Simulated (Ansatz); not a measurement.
Geometry optimisation, UKS BLYP-D4/def2-SVP in Ansatz.

Input:

```yaml
crystal:
  periodic: [false, false, false]
  atoms:
    - { symbol: S, position_ang: [-1.6203, -0.7567, -0.7923] }
    - { symbol: Al, position_ang: [-0.3356, 0.8326, 0.1739] }
    - { symbol: S, position_ang: [-1.24649, 2.83948, 0.54837] }
    - { symbol: H, position_ang: [-2.0474, -1.1714, 0.439] }
    - { symbol: H, position_ang: [-1.71318, 2.48251, 1.84132] }
magnetization:
  spin_polarized: true
  initial_magnetization: 1
basis:
  gaussian: { orbitals: def2-SVP }
hamiltonian:
  xc: blyp
  dispersion: d4
relax:
  f_tol: 0.015
  max_steps: 40
```

Run as:

```bash
$ ansatz run input.yaml --threads 1 --pin off --max-ram 2048MiB --backend cpu --events-out ev --progress --plain --runs-dir out
```

Q: Where does it end, and by what steps?

A: The forces met the threshold. After 11 steps the energy has fallen by 0.468 eV; Al2 moved furthest, 1.25 Å.

```csv
step,energy less start (eV),largest force component (eV/Å),accepted
0,0.0000,1.043,yes
1,-0.0468,0.403,yes
2,-0.0553,0.067,yes
3,-0.0673,0.309,yes
4,-0.1046,0.436,yes
5,-0.1825,0.424,yes
6,-0.2719,0.542,yes
7,-0.3568,0.841,yes
8,-0.4261,0.414,yes
9,-0.4629,0.066,yes
10,-0.4672,0.095,yes
11,-0.4683,0.005,yes
```

```xyz
5
Properties=species:S:1:pos:R:3
S -1.686 -0.649 -0.834
Al -1.297 0.646 0.948
S -1.333 2.830 0.470
H -1.601 -1.810 -0.123
H -1.047 3.210 1.749
```

The run took 31 s on 1 thread of Arm Neoverse V1, with other jobs on the host, peak memory 0.14 GiB.
